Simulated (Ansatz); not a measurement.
# UCCSD/aug-cc-pVDZ run of AlSiH4O (SMILES [AlH][O][SiH3])

Aim: the vertical electron affinity of AlSiH4O at UCCSD/aug-cc-pVDZ, from 2 runs. 

The results are computed with Ansatz 0.2.0.

63 further runs of the same task are left out: 63 set aside as unsound or not needed.

## Step 1: The molecule

AlSiH4O: 7 atoms, total charge 0, spin state doublet. SMILES: `[AlH][O][SiH3]`. The coordinates come from a PBE0-D4/def2-TZVP relaxation. This is one conformer, not always the lowest.

Bond lengths: Al1–O2 1.689 Å, O2–Si3 1.627 Å, Al1–H4 1.609 Å, Si3–H5 1.487 Å, Si3–H6 1.487 Å, Si3–H7 1.488 Å. Angles: Al1–O2–Si3 169.6°, O2–Al1–H4 116.0°, O2–Si3–H5 110.0°, O2–Si3–H6 110.2°, O2–Si3–H7 110.3°, H5–Si3–H6 108.8°, H5–Si3–H7 108.7°, H6–Si3–H7 108.8°.

## Step 2: The energy at UCCSD/aug-cc-pVDZ

Contents of run.yaml:

```yaml
crystal:
  periodic: [false, false, false]
  atoms:
    - {symbol: Al, position_ang: [-1.643700, -1.503700, -0.201100]}
    - {symbol: O, position_ang: [-0.403000, -0.368600, -0.047300]}
    - {symbol: Si, position_ang: [0.870900, 0.567400, 0.335800]}
    - {symbol: H, position_ang: [-2.580100, -1.352800, -1.500200]}
    - {symbol: H, position_ang: [1.204400, 1.463600, -0.802700]}
    - {symbol: H, position_ang: [0.554900, 1.401200, 1.526200]}
    - {symbol: H, position_ang: [2.057800, -0.275200, 0.643500]}
basis:
  gaussian:
    orbitals: aug-cc-pVDZ
magnetization:
  spin_polarized: true
  initial_magnetization: 1
correlation:
  method: ccsd
  frozen_orbitals: {Al: 5, H: 0, O: 1, Si: 5}
accuracy: high
scf:
  omitted_lower_state_checks: [cluster_reference, increment]
```

Command:

```sh
$ ansatz run run.yaml --threads 1 --pin off --max-ram 3480MiB --events-out events.jsonl --progress --plain --runs-dir runs
```

What it wrote, cut to the lines that bear on the results:

```text
Warning: RAYON_NUM_THREADS=1 ignored (pool sized by the plan → 1); use --threads N
Functional definition: HF
  name "HF"
[...]
2252 factors; integrals over basis functions are off by at most 3.4e-9 eV
[...]
mean field -16547.29804967 eV, -608.1019871641 hartree, gradient 2.8e-8 eV, S^2 0.757263; 0 other end points of the search recorded, 0 dependent functions left out
11 core orbitals not correlated: weight in the atoms' cores, before any rotation towards them, 1.000 or more for the frozen orbitals, at most 0.000 for the correlated occupied ones
reference -16547.29804967 eV, -608.1019871641 hartree; 9, 8 occupied and 93, 94 virtual orbitals, 2252 factors
second order -9.64881880 eV of doubles, -0.00000000 eV of singles
cycle   1  -10.15274409 eV  change   -5.0e-1 eV  update   9.4e-2
[...]
cycle  24  -10.60624473 eV  change  -7.3e-10 eV  update   1.9e-9
Total energy: -16557.90429441 eV, -608.4917594689 hartree
Checks for a lower state left out: cluster_reference, increment
```

Run time: 72 s. Hardware: 1 thread of Arm Neoverse V1, shared host; peak memory 1.9 GiB.

## Step 3: The singlet anion

Contents of input.yaml:

```yaml
crystal:
  periodic: [false, false, false]
  atoms:
    - {symbol: Al, position_ang: [-1.643700, -1.503700, -0.201100]}
    - {symbol: O, position_ang: [-0.403000, -0.368600, -0.047300]}
    - {symbol: Si, position_ang: [0.870900, 0.567400, 0.335800]}
    - {symbol: H, position_ang: [-2.580100, -1.352800, -1.500200]}
    - {symbol: H, position_ang: [1.204400, 1.463600, -0.802700]}
    - {symbol: H, position_ang: [0.554900, 1.401200, 1.526200]}
    - {symbol: H, position_ang: [2.057800, -0.275200, 0.643500]}
basis:
  gaussian: {orbitals: aug-cc-pVDZ}
total_charge: -1
correlation: {method: ccsd, frozen_orbitals: {Al: 5, H: 0, O: 1, Si: 5}}
accuracy: high
scf: {omitted_lower_state_checks: [cluster_reference, increment]}
```

Command:

```sh
$ ansatz run input.yaml --threads 1 --pin off --max-ram 3480MiB --events-out events.jsonl --progress --plain --runs-dir runs
```

What it wrote, cut to the lines that bear on the results:

```text
Warning: RAYON_NUM_THREADS=1 ignored (pool sized by the plan → 1); use --threads N
[... 2 set-up lines as earlier in the session ...]
[...]
2252 factors; integrals over basis functions are off by at most 3.4e-9 eV
[...]
mean field -16547.15811890 eV, -608.0968448030 hartree, gradient 2.1e-8 eV, S^2 0.000000; 0 other end points of the search recorded, 0 dependent functions left out; unrestricted orbitals would lower it
11 core orbitals not correlated: weight in the atoms' cores, before any rotation towards them, 1.000 or more for the frozen orbitals, at most 0.000 for the correlated occupied ones
reference -16547.15811890 eV, -608.0968448030 hartree; 9, 9 occupied and 93, 93 virtual orbitals, 2252 factors
second order -10.43163515 eV of doubles, -0.00000000 eV of singles
cycle   1  -11.03191621 eV  change   -6.0e-1 eV  update   1.1e-1
[...]
cycle  29  -11.55890939 eV  change   2.4e-10 eV  update   1.4e-9
Total energy: -16558.71702829 eV, -608.5216268882 hartree
Checks for a lower state left out: cluster_reference, increment
```

It took 26 s on 1 thread of Arm Neoverse V1, shared host; peak memory 0.97 GiB.

## Step 4: Results

At UCCSD/aug-cc-pVDZ, 11 core orbitals frozen:

| quantity | value |
| --- | --- |
| doublet AlSiH4O: total energy | -608.49176 Eh |
| doublet AlSiH4O: correlation energy (11 core orbitals frozen) | -389.8 mEh |
| doublet AlSiH4O: ⟨S²⟩ of the reference determinant | 0.757 |
| doublet AlSiH4O: T1 diagnostic | 0.016 |
| singlet anion: total energy | -608.52163 Eh |
| singlet anion: correlation energy (11 core orbitals frozen) | -424.8 mEh |
| singlet anion: T1 diagnostic | 0.018 |
| vertical electron affinity (to the singlet anion) | 0.813 eV |

At fixed nuclei the extra electron is bound by 0.81 eV (18.7 kcal/mol). The restricted solution (singlet anion) is unstable to spin breaking: an unrestricted one lies lower.
